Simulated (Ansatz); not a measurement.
Worked example: ZnS, quintet against ZnS, triplet

Geometry (PBE0/def2-TZVP stationary point of a triplet), kept for both states (ZnS, triplet: Π or Φ; ZnS, quintet: Π or Φ):

```yaml
atoms:
  - { symbol: Zn, position_ang: [0.0000, 0.0000, 0.0000] }
  - { symbol: S, position_ang: [0.0000, 0.0000, 2.2554] }
```

Basis def2-TZVPP; Ansatz 0.2.0. Only valence electrons are correlated (noble-gas cores frozen). Prefix R: restricted or restricted open-shell reference; prefix U: unrestricted. No spin–orbit coupling is included, and no scalar relativity. The metal's outer-core shells are frozen, which leaves out core–valence correlation.

Full CI isn't at hand for all of this; UCCSDT(Q) serves as the reference, and is uncertain by about the last step of the cluster series.

| level | E(ZnS, triplet) (hartree) | E(ZnS, quintet) (hartree) |
| --- | --- | --- |
| UHF | -2175.337311 | -2175.197980 |
| UMP2 | -2175.954556 | -2175.784216 |
| UCCSD(T) | -2175.952200 | -2175.780842 |
| PBE | -2177.114271 | -2176.935630 |
| r2SCAN | -2177.510557 | -2177.336661 |
| UCCSDT(Q) | -2175.952747 | -2175.781060 |

Question: Give the vertical gap, ZnS quintet less ZnS triplet, at each level in eV (1 hartree = 27.2114 eV), and each error against UCCSDT(Q).

Answer: UCCSDT(Q): (-2175.781060 − (-2175.952747)) × 27.2114 = 4.672 eV (the reference)
r2SCAN: (-2177.336661 − (-2177.510557)) × 27.2114 = 4.732 eV, error 0.060 eV
PBE: (-2176.935630 − (-2177.114271)) × 27.2114 = 4.861 eV, error 0.189 eV
UCCSD(T): (-2175.780842 − (-2175.952200)) × 27.2114 = 4.663 eV, error -0.009 eV
UMP2: (-2175.784216 − (-2175.954556)) × 27.2114 = 4.635 eV, error -0.037 eV
UHF: (-2175.197980 − (-2175.337311)) × 27.2114 = 3.791 eV, error -0.881 eV

Total energies of functionals can't be set beside those of wave-function methods, since they hold the core's correlation and their own absolute errors; only the differences compare.

Each level lands on the state that its own search finds. T1 diagnostics of restricted CCSD: 0.026 and 0.020.
